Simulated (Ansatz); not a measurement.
Molecule: silicon monoxide, SiO, charge 0, multiplicity 1. 
Structure (B3LYP-D3(BJ)/def2-TZVP (Ansatz, a quantum-chemistry and plane-wave program) minimum search):
```
Si
O 1 1.5131
```
Charge 0, spin multiplicity 1.

Basis-set convergence of Hartree-Fock and CCSD(T) correlation energies (hartree) with Ansatz. Valence correlation only, unless marked. No spin-orbit coupling. No relativistic terms.

| basis | functions | E(HF) | E(corr, CCSD(T)) |
|---|---|---|---|
| def2-SVP | 32 | -363.63508 | -0.28907 |
| def2-TZVPP | 73 | -363.84123 | -0.35486 |
| def2-QZVPP | 127 | -363.85372 | -0.37826 |

Extrapolating the two largest sets (X = 3 and 4) as X^-3: E(corr) = (64·(-0.37826) - 27·(-0.35486))/37 = -0.3953 Eh, an estimate of the basis-set limit. The largest set recovers 95.7 % of it, the smallest 73.1 %.
